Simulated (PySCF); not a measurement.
Gas-phase reaction: 3 Al(CH₃)₃ + C₆H₆ → 3 AlCH₃ + 3 C₄H₈ (cyclic)

Computed with PySCF and rigid-rotor harmonic-oscillator thermochemistry at 1 bar. † marks an energy on the PBE0/def2-TZVP geometry and frequencies; other levels use their own. MP2 and CCSD(T) freeze the core. All species are closed-shell singlets. B3LYP is the form with VWN-RPA correlation. Methyl groups turn as free rotors in Al(CH₃)₃. AlCH₃: computed as isolated molecules; such fragments, hydroxides, amides, oligomers or adducts are transient or little studied in the gas. MP2 isn't extrapolated to the basis-set limit; its ΔH°(298 K) is 686.0 kJ in def2-SVP and 753.3 kJ in def2-TZVPP. CCSD(T) isn't extrapolated to the basis-set limit. The harmonic model lacks anharmonicity and excited electronic states, which grow with temperature; levels with a mode under 35 cm⁻¹ are left out.

```csv
level,"ΔE electronic, kJ","ΔH°(298 K), kJ","ΔS°(298 K), J/K","ΔG°(1600 K), kJ"
B3LYP/def2-TZVP†,693,730,197,462
BLYP/def2-TZVP†,695,732,197,464
CCSD(T)/def2-SVP†,577,615,197,346
HF/def2-TZVP†,642,680,197,411
MP2/def2-SVP†,648,686,197,417
PBE/def2-SVP,637,670,199,394
PBE0/def2-TZVP,659,696,197,427
ωB97M-V/def2-TZVP†,667,704,197,436
ωB97X-V/def2-TZVP†,670,708,197,439
```
ΔH° is lowest at CCSD(T)/def2-SVP† and highest at BLYP/def2-TZVP†. No reference value is set beside these.
